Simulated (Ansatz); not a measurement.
A calculation with Ansatz (development build ahead of 0.2.0).

```yaml
crystal:
  periodic: [false, false, false]
  atoms:
    - { symbol: C, position_ang: [0.03632, -0.00651, 0.03375] }
    - { symbol: O, position_ang: [0.0015, 0.01141, 1.15134] }
    - { symbol: O, position_ang: [-0.01348, 1.09816, -0.74159] }
    - { symbol: C, position_ang: [0.01996, 2.31276, -0.12348] }
    - { symbol: H, position_ang: [0.00842, -0.98097, -0.44654] }
    - { symbol: H, position_ang: [-0.03713, 3.12748, -0.8034] }
    - { symbol: H, position_ang: [-0.88999, 2.38784, 0.49283] }
    - { symbol: H, position_ang: [0.92963, 2.42031, 0.56551] }
basis:
  gaussian: { orbitals: def2-SVP }
hamiltonian:
  xc: hf
correlation:
  method: mp2
  frozen_orbitals: { C: 1, H: 0, O: 1 }
```

The input is written out in the form of the current development build from the run's settings.

The run gave:

| Item | Value |
| --- | --- |
| Converged | yes |
| Reference energy | -227.59585 hartree |
| Correlation energy | -0.62535 hartree |
| Total energy | -228.22120 hartree |
| Spin squared of the determinant | 0.000 |

Caution: no unrestricted run beside it, a lower state can exist.
